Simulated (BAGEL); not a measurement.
**C2H3B (SMILES BC#C) at HF/6-31G(d) (density fitting with qzvpp-jkfit, spherical functions)**

What is the vertical electron affinity of C2H3B at HF/6-31G* (density fitting with qzvpp-jkfit, spherical functions)? 

Program for the calculation: BAGEL 1.2.2.

2 further runs of the same task are left out: 2 set aside as unsound or not needed. Runs told in other sessions of the task aren't counted.

**1. The system as given**

C2H3B has 6 atoms, charge 0, and is taken as a singlet. SMILES: `BC#C`. Geometry: relaxed at PBE0-D4/def2-TZVP.

Bond lengths: B1–C2 1.501 Å, C2–C3 1.210 Å, B1–H4 1.193 Å, B1–H5 1.193 Å, C3–H6 1.066 Å. Angles: B1–C2–C3 180.0°, C2–B1–H4 119.9°, C2–B1–H5 119.9°, C2–C3–H6 180.0°, H4–B1–H5 120.3°.

**2. The energy at HF/6-31G(d) (density fitting with qzvpp-jkfit, spherical functions)**

input.json

```json
{ "bagel": [

{
  "title": "molecule",
  "basis": "6-31gs.json",
  "df_basis": "qzvpp-jkfit",
  "angstrom": true,
  "geometry": [
    { "atom": "B", "xyz": [   -0.830400,    0.647300,   -0.394300 ] },
    { "atom": "C", "xyz": [    0.278600,   -0.224100,    0.117900 ] },
    { "atom": "C", "xyz": [    1.172700,   -0.926600,    0.530500 ] },
    { "atom": "H", "xyz": [   -1.756200,    0.156700,   -0.965700 ] },
    { "atom": "H", "xyz": [   -0.783300,    1.828200,   -0.228600 ] },
    { "atom": "H", "xyz": [    1.960800,   -1.545600,    0.894000 ] }
  ]
},
{ "title": "hf" },
{ "title": "print", "file": "orbitals.molden", "orbitals": true }

]}
```

The basis set 6-31G* is read from a file made from the Basis Set Exchange's data (not shown).

On the command line:

```console
$ BAGEL_NUM_THREADS=1 BAGEL input.json > input.out
```

Standard output:

```text
* using 1 threads per process

  ===============================================================
  ===============================================================

  *** Geometry ***

  { "atom" : "B", "xyz" : [     -1.569229,      1.223220,     -0.745119 ] },
  { "atom" : "C", "xyz" : [      0.526478,     -0.423488,      0.222799 ] },
  { "atom" : "C", "xyz" : [      2.216082,     -1.751020,      1.002500 ] },
  { "atom" : "H", "xyz" : [     -3.318737,      0.296120,     -1.824909 ] },
  { "atom" : "H", "xyz" : [     -1.480222,      3.454797,     -0.431991 ] },
  { "atom" : "H", "xyz" : [      3.705375,     -2.920761,      1.689415 ] },

  Number of auxiliary basis functions:      279

  Since a DF basis is specified, we compute 2- and 3-index integrals:
    o Being stored without compression. Storage requirement is 0.005 GB

  Number of basis functions:       48
  Number of electrons      :       20

    * METHOD: MOLECULE                             0.05

  *** RHF ***

  === Nuclear Repulsion ===
    46.7381231439

      * DIIS with orbital gradients will be used.

  === RHF iteration (6-31gs.json) ===
      0       -102.01915442          0.01904386           0.01
      1       -102.07862625          0.00732090           0.00
      2       -102.08591918          0.00292412           0.00
      3       -102.08722443          0.00102952           0.00
      4       -102.08738908          0.00014665           0.00
      5       -102.08740150          0.00007076           0.00
      6       -102.08740536          0.00003232           0.00
      7       -102.08740627          0.00001116           0.00
      8       -102.08740636          0.00000297           0.00
      9       -102.08740636          0.00000110           0.00
     10       -102.08740636          0.00000030           0.00
     11       -102.08740636          0.00000007           0.00
     12       -102.08740636          0.00000003           0.00
     13       -102.08740636          0.00000002           0.00
     14       -102.08740636          0.00000001           0.00
    * SCF iteration converged.

    * Permanent dipole moment:
           (   -0.279635,     0.219553,    -0.128882) a.u.

    * METHOD: HF                                   0.11

    * METHOD: PRINT                                0.00

  ===============================================================
```

Run time: 0.32 s. Hardware: 1 thread of Arm Neoverse V2, shared host.

**3. The doublet anion at the same level**

job.json

```json
{ "bagel": [

{
  "title": "molecule",
  "basis": "6-31gs.json",
  "df_basis": "qzvpp-jkfit",
  "angstrom": true,
  "geometry": [
    { "atom": "B", "xyz": [   -0.830400,    0.647300,   -0.394300 ] },
    { "atom": "C", "xyz": [    0.278600,   -0.224100,    0.117900 ] },
    { "atom": "C", "xyz": [    1.172700,   -0.926600,    0.530500 ] },
    { "atom": "H", "xyz": [   -1.756200,    0.156700,   -0.965700 ] },
    { "atom": "H", "xyz": [   -0.783300,    1.828200,   -0.228600 ] },
    { "atom": "H", "xyz": [    1.960800,   -1.545600,    0.894000 ] }
  ]
},
{ "title": "uhf", "charge": -1, "nopen": 1 },
{ "title": "print", "file": "orbitals.molden", "orbitals": true }

]}
```

The basis set 6-31G* is read from a file made from the Basis Set Exchange's data (not shown).

On the command line:

```console
$ BAGEL_NUM_THREADS=1 BAGEL job.json > job.out
```

Standard output:

```text
* using 1 threads per process

  ===============================================================
  ===============================================================

  *** Geometry ***

  { "atom" : "B", "xyz" : [     -1.569229,      1.223220,     -0.745119 ] },
  { "atom" : "C", "xyz" : [      0.526478,     -0.423488,      0.222799 ] },
  { "atom" : "C", "xyz" : [      2.216082,     -1.751020,      1.002500 ] },
  { "atom" : "H", "xyz" : [     -3.318737,      0.296120,     -1.824909 ] },
  { "atom" : "H", "xyz" : [     -1.480222,      3.454797,     -0.431991 ] },
  { "atom" : "H", "xyz" : [      3.705375,     -2.920761,      1.689415 ] },

  Number of auxiliary basis functions:      279

  Since a DF basis is specified, we compute 2- and 3-index integrals:
    o Being stored without compression. Storage requirement is 0.005 GB

  Number of basis functions:       48
  Number of electrons      :       20

    * METHOD: MOLECULE                             0.05

  *** Open-shell HF ***

  === Nuclear Repulsion ===
    46.7381231439

      * DIIS with orbital gradients will be used.

  === UHF iteration (6-31gs.json) ===
      0       -101.92511123          0.04736628           0.01
      1       -102.03094741          0.02219491           0.01
      2       -102.04631800          0.01262078           0.01
      3       -102.05273658          0.00214947           0.01
      4       -102.05358679          0.00089879           0.01
      5       -102.05399113          0.00032685           0.01
      6       -102.05430603          0.00024045           0.01
      7       -102.05450859          0.00018546           0.01
      8       -102.05467535          0.00012945           0.01
      9       -102.05488941          0.00004726           0.01
     10       -102.05493411          0.00002465           0.01
     11       -102.05495636          0.00001913           0.01
     12       -102.05497920          0.00001388           0.01
     13       -102.05499474          0.00000667           0.01
     14       -102.05499674          0.00000263           0.01
     15       -102.05499708          0.00000110           0.01
     16       -102.05499714          0.00000080           0.01
     17       -102.05499720          0.00000037           0.01
     18       -102.05499722          0.00000029           0.01
     19       -102.05499723          0.00000028           0.01
     20       -102.05499723          0.00000028           0.01
     21       -102.05499723          0.00000025           0.01
     22       -102.05499724          0.00000016           0.01
     23       -102.05499724          0.00000014           0.01
     24       -102.05499724          0.00000004           0.01
     25       -102.05499724          0.00000002           0.01
     26       -102.05499724          0.00000002           0.01
     27       -102.05499724          0.00000001           0.01
    * SCF iteration converged.

    * S^2 (UHF) is 0.8584

    * Permanent dipole moment:
           (   -1.133235,     0.890259,    -0.523119) a.u.

    * METHOD: UHF                                  0.38

    * METHOD: PRINT                                0.00

  ===============================================================
```

It took 0.6 s on 1 thread of Arm Neoverse V2, shared host.

**4. Outcome**

At HF/6-31G* (density fitting with qzvpp-jkfit, spherical functions):

| quantity | value |
| --- | --- |
| singlet C2H3B: total energy | -102.08741 Eh |
| singlet C2H3B: dipole moment | 0.96 D |
| singlet C2H3B: HOMO energy | -10.60 eV |
| singlet C2H3B: LUMO energy | 1.81 eV |
| singlet C2H3B: HOMO–LUMO gap | 12.41 eV |
| doublet anion: total energy | -102.05500 Eh |
| doublet anion: ⟨S²⟩ | 0.858 |
| vertical electron affinity (to the doublet anion) | -0.882 eV |

The anion lies 0.88 eV (85.1 kJ/mol) above the neutral: the electron isn't bound at this level, and such a value depends on the basis. Without diffuse functions anions come out too high. Hartree–Fock misses the correlation that binds many anions. ⟨S²⟩ (doublet anion) is 0.86 where a pure doublet has 0.75: the reference is spin-contaminated.
